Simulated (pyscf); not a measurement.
## Routes from H₃C–InH–CH₃ + H₂

Candidate steps break at most two bonds and form at most two. Each was searched with GFN2-xTB (tblite) first. PySCF, gas phase, ωB97X-D3(BJ)/def2-SVP geometries. Energies: ωB97M-D3(BJ)/def2-TZVP, kcal/mol, from the separated reactants, singlet surface; ΔG‡ with ideal gas, 1 atm, RRHO with modes under 100 cm⁻¹ raised to 100, one conformer, R ln 2 for chiral ones without a mode under 150 cm⁻¹.

```json
[
 {"products": "H₃C–InH–CH₃ + H₂", "type": "four-centre exchange (H–In, H–H broken, H–In, H–H formed)", "ΔE‡": "31.3", "ΔE": "0.0", "ΔG‡ 298 K": "40.7", "ΔG‡ 900 K": "60.1", "ν‡ (cm⁻¹)": "1587i"},
 {"products": "H₃C–InH–CH₃ + H₂", "type": "four-centre exchange (C–H, H–H broken, C–H, H–H formed)", "ΔE‡": "113.3", "ΔE": "0.0", "ΔG‡ 298 K": "119.9", "ΔG‡ 900 K": "137.5", "ν‡ (cm⁻¹)": "2224i"}
]
```

Plain bond fissions and candidates not yet searched are not listed, and one of them may be faster. Each barrier is that of the saddle found; lower ones may exist. Elements past Kr carry the def2 core potentials, without spin-orbit coupling.
